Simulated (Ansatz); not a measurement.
Process, species as SMILES: C#CC → C1=CC1
B3LYP-D3(BJ)/def2-TZVP geometries, fixed; electronic energies without zero-point terms.

Basis-set convergence of the isomerisation energy at CCSD(T) with Ansatz (a first-principles code). All functions are spherical. Cores are frozen. No added dispersion term, no relativity. Functions are those of the species that has most. Reference: Hartree-Fock in cc-pVQZ plus the correlation part extrapolated as X^-3 from cc-pVTZ and cc-pVQZ, 23.43 kcal/mol, itself unsure by roughly 0.02 kcal/mol (a third of the extrapolation step and of the last Hartree-Fock step). Deviations are taken from unrounded values. Cost is core time over that of def2-SVP, rough, on shared machines of one kind; a dash marks a row that isn't timed (too short, read off another run, short of memory, by another algorithm or on other hardware).

```json
[
 {"basis": "pcseg-0", "functions": "35", "isomerisation energy (kcal/mol)": "42.59", "minus reference (kcal/mol)": "19.16", "cost": "-"},
 {"basis": "def2-SV(P)", "functions": "50", "isomerisation energy (kcal/mol)": "21.33", "minus reference (kcal/mol)": "-2.10", "cost": "0.7×"},
 {"basis": "def2-SVP", "functions": "62", "isomerisation energy (kcal/mol)": "21.35", "minus reference (kcal/mol)": "-2.08", "cost": "1×"},
 {"basis": "pcseg-1", "functions": "62", "isomerisation energy (kcal/mol)": "23.24", "minus reference (kcal/mol)": "-0.19", "cost": "1×"},
 {"basis": "aug-cc-pVDZ", "functions": "105", "isomerisation energy (kcal/mol)": "22.73", "minus reference (kcal/mol)": "-0.70", "cost": "3×"},
 {"basis": "def2-TZVP", "functions": "117", "isomerisation energy (kcal/mol)": "23.65", "minus reference (kcal/mol)": "0.22", "cost": "3×"},
 {"basis": "pcseg-2", "functions": "146", "isomerisation energy (kcal/mol)": "23.24", "minus reference (kcal/mol)": "-0.19", "cost": "6×"},
 {"basis": "def2-TZVPP", "functions": "149", "isomerisation energy (kcal/mol)": "23.35", "minus reference (kcal/mol)": "-0.08", "cost": "6×"},
 {"basis": "jun-cc-pV(T+d)Z", "functions": "173", "isomerisation energy (kcal/mol)": "23.68", "minus reference (kcal/mol)": "0.25", "cost": "9×"},
 {"basis": "aug-cc-pVTZ", "functions": "230", "isomerisation energy (kcal/mol)": "23.59", "minus reference (kcal/mol)": "0.16", "cost": "20×"},
 {"basis": "def2-QZVPP", "functions": "291", "isomerisation energy (kcal/mol)": "23.34", "minus reference (kcal/mol)": "-0.09", "cost": "-"},
 {"basis": "pcseg-3", "functions": "312", "isomerisation energy (kcal/mol)": "23.35", "minus reference (kcal/mol)": "-0.08", "cost": "-"}
]
```

The smallest set listed that lies within 0.5 kcal/mol of the reference with all its larger relatives (same family, alike in diffuse functions; a set with none counts only in the reference's own line) is pcseg-1 (62 functions, 1× in cost, -0.19 kcal/mol off).
